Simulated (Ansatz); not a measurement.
# Al₂NH₅: single points off equilibrium

An exercise on one series of results from a longer session: the logs are not shown, and one member is left open.

The runs use Ansatz 0.2.0, Gaussian basis; single points in def2-TZVPP.

Cores are frozen in the correlated methods.

## Starting geometry

SMILES `[AlH2][NH][AlH2]`, 8 atoms, charge 0, spin multiplicity 1.

Atoms are counted from 1 here; the program's logs count them from 0.

Bond lengths: Al1–N2 1.686 Å, Al1–H4 1.371 Å, Al1–H5 1.489 Å, N2–Al3 1.823 Å, N2–H6 1.131 Å, Al3–H7 1.469 Å, Al3–H8 1.560 Å. Angles: N2–Al1–H4 122.4°, N2–Al1–H5 121.5°, H4–Al1–H5 113.9°, Al1–N2–Al3 157.2°, Al1–N2–H6 94.6°, Al3–N2–H6 107.8°, N2–Al3–H7 123.9°, N2–Al3–H8 119.6°, H7–Al3–H8 115.2°.

Geometry (Å):

```mol
Al2H5N
  3D, bonds by distance, orders not assigned

  8  7  0  0  0  0  0  0  0  0999 V2000
   -1.1726    1.0497   -0.6031 Al  0  0
    0.0969    0.1803    0.0860 N   0  0
    1.0636   -1.2896    0.5619 Al  0  0
   -2.1187    0.4612   -1.4027 H   0  0
   -1.1306    2.5347   -0.7099 H   0  0
    0.5252    1.0687    0.6394 H   0  0
    2.2020   -1.8053   -0.2099 H   0  0
    0.5105   -2.2565    1.6546 H   0  0
  1  2  8  0
  1  4  8  0
  1  5  8  0
  2  3  8  0
  2  6  8  0
  3  7  8  0
  3  8  8  0
M  END
```

Set-up of the first run:

run/in.yaml reads:

```yaml
crystal:
  periodic: [false, false, false]
  atoms:
    - {symbol: Al, position_ang: [-1.172600, 1.049700, -0.603100]}
    - {symbol: N, position_ang: [0.096900, 0.180300, 0.086000]}
    - {symbol: Al, position_ang: [1.063600, -1.289600, 0.561900]}
    - {symbol: H, position_ang: [-2.118700, 0.461200, -1.402700]}
    - {symbol: H, position_ang: [-1.130600, 2.534700, -0.709900]}
    - {symbol: H, position_ang: [0.525200, 1.068700, 0.639400]}
    - {symbol: H, position_ang: [2.202000, -1.805300, -0.209900]}
    - {symbol: H, position_ang: [0.510500, -2.256500, 1.654600]}
basis:
  gaussian: {orbitals: def2-TZVPP}
correlation: {method: ccsd_t}
output: {forces: true}
```

No record of the launch command was kept for these runs.

Steps of the session up to this table: CCSD(T)/def2-TZVPP; PBE0-D4/def2-TZVPP; wB97M-V/def2-TZVPP; r2SCAN-D4/def2-TZVPP; PBE-D4/def2-TZVPP; r2SCAN0-D4/def2-TZVPP; BHLYP-D4/def2-TZVPP.

One of the session's tables, all rows but one given; the rest of the session is left out.

```
    method  RMS force component (eV/Å)  angle to CCSD(T) forces (°)  dipole (D)
   CCSD(T)                       1.681                    reference        1.64
   PBE0-D4                           ?                            ?           ?
   wB97M-V                       1.655                          2.1        1.63
 r2SCAN-D4                       1.672                          2.0        1.64
    PBE-D4                       1.652                          3.1        1.61
r2SCAN0-D4                       1.705                          4.0        1.65
  BHLYP-D4                       1.710                          5.5        1.66
```

Q: Estimate the row for PBE0-D4 from the others.

As computed: RMS force component (eV/Å): 1.696; angle to CCSD(T) forces (°): 3.0; dipole (D): 1.63. In the column «RMS force component (eV/Å)» it lies between CCSD(T) (1.681) and r2SCAN0-D4 (1.705).
